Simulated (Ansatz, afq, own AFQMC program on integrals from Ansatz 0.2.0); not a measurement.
# BH3O, triplet in cc-pVDZ, levels against CCSDT(Q)

```xyz
5

B     0.0000    0.0591    0.7405
O     0.0000   -0.0998   -0.5978
H     0.0000    1.1582    1.2267
H     0.0000   -0.9374    1.4021
H     0.0000    0.7297   -1.0823
```

Connectivity, by distances: BH2–OH.

Basis cc-pVDZ. Only valence electrons are correlated. AFQMC by an in-house program on the Cholesky factors that Ansatz 0.2.0 writes for its CCSD(T) run. ph-AFQMC/CISD is guided by a CISD state made of CCSD amplitudes; releasing the constraint for a short imaginary time cuts its bias at the price of noise, slowly where states lie close. Uncertainties: one standard error, sampling alone.

Determinant: UHF, the one that the program's search chose, which needn't be the lowest solution. The geometry is a PBE0/def2-TZVP stationary point of this or a neighbouring charge and spin state.

No full CI on the walks' own integrals is used here; CCSDT(Q) serves as the reference and is uncertain by about the last step of the cluster series.

Cautions: another spin lies lower (by 6.50 eV).

* T1 diagnostic: 0.0306
* weight of the determinant in the CISD state: 0.879
* ⟨S²⟩ of the determinant: 2.018
* size of the correlated space: 12 electrons in 41 orbitals

Reference: CCSDT(Q), correlation energy -8.445 eV. The released energy is read at 2.40 1/Eh (meV from the phaseless value at times in 1/Eh: -15 ± 16 at 0.24, -13 ± 18 at 0.51, -3 ± 21 at 0.99, -26 ± 26 at 1.62, -65 ± 40 at 2.40).

```
         level  E − E(reference) (meV)  share of correlation (%)
            HF                  8444.9                      0.00
           MP2                   869.1                     89.71
          CCSD                   260.8                     96.91
       CCSD(T)                    42.0                     99.50
         CCSDT                    20.9                     99.75
   ph-AFQMC/HF             64.8 ± 76.3                     99.23
 ph-AFQMC/CISD             16.0 ± 21.6                     99.81
released AFQMC            -49.5 ± 39.7                    100.59
```

A walk keeps the symmetry of its determinant, which the program's search chose and which needn't be the lowest solution, so a lower state of the same spin and another symmetry isn't excluded. Released energies are given only where the last usable release times agree within the noise; a slower fall can still hide under it.
